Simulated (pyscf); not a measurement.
H₃C–Te–SH + H₂ -> H₃C–TeH + H₂S, a four-centre exchange (singlet surface; S–Te, H–H broken, H–Te, H–S formed). Single points on ωB97X-D3(BJ)/def2-SVP structures (PySCF, gas phase). Energies in eV from the separated reactants.

Small-basis levels: PySCF, no dispersion term, spherical d functions. AM1 to PM7: differences of heats of formation from MOPAC, which are fitted to 298 K values and so differ in kind from electronic energies by zero-point and thermal terms. Cost: rough CPU time at the saddle relative to B3LYP/6-31G*+LANL2DZ, from one job on a shared machine.

```json
[
 {"level": "SVWN5/6-31G*+LANL2DZ", "barrier": "1.94", "reaction energy": "-0.01", "cost": "0.9"},
 {"level": "PBE/6-31G*+LANL2DZ", "barrier": "2.38", "reaction energy": "-0.02", "cost": "1"},
 {"level": "M06-2X/6-31G*+LANL2DZ", "barrier": "2.84", "reaction energy": "+0.03", "cost": "2"},
 {"level": "B3LYP/def2-SVP", "barrier": "2.43", "reaction energy": "-0.15", "cost": "2"},
 {"level": "AM1", "barrier": "2.04", "reaction energy": "+0.19", "cost": "under 0.02"},
 {"level": "PM3", "barrier": "1.29", "reaction energy": "+0.34", "cost": "under 0.02"},
 {"level": "PM7", "barrier": "4.62", "reaction energy": "+1.79", "cost": "under 0.02"},
 {"level": "ωB97M-D3(BJ)/def2-TZVP", "barrier": "2.69", "reaction energy": "-0.04", "cost": "–"}
]
```

Against the last row the barrier runs from -1.40 (PM3) to +1.93 eV (PM7). ωB97M-D3(BJ)/def2-TZVP has limits of its own. This is the saddle that the search found; another between the same sides may lie lower. In the def2 sets elements past Kr carry core potentials, without spin-orbit coupling.
